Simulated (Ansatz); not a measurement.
## A-type hexagonal La2O3

Level of theory: PBE in Ansatz (PAW).

Numerical settings: plane-wave cutoff 520 eV, 6×6×4 k mesh (along the axes of the cell as run), perturbation theory, scalar-relativistic PAW data made under PBE.

Cell (relaxed at this level):

La2O3 is modelled in the trigonal space group P-3m1 (No. 164), Pearson symbol hP5. Lattice parameters: a = b = 3.940 Å, c = 6.188 Å, α = β = 90.00°, γ = 120.00°. La on 2d is surrounded by 4 O at 2.370–2.462 Å and 3 O at 2.742 Å. O1 on 1a sees 6 La at 2.742 Å (octahedral). O2 on 2d sees 4 La at 2.370–2.462 Å (tetrahedral). (Neighbours: up to the widest gap in distance over summed covalent radii, below 1.35, at either atom; cation-cation and far metal-metal contacts left out.)

| Item | Value |
|---|---|
| high-frequency dielectric constant (mean over three axes) | 4.77 |
| static dielectric constant (mean over three axes) | 30.7 |

Spin–orbit coupling is not included.

Ansatz is a first-principles code.
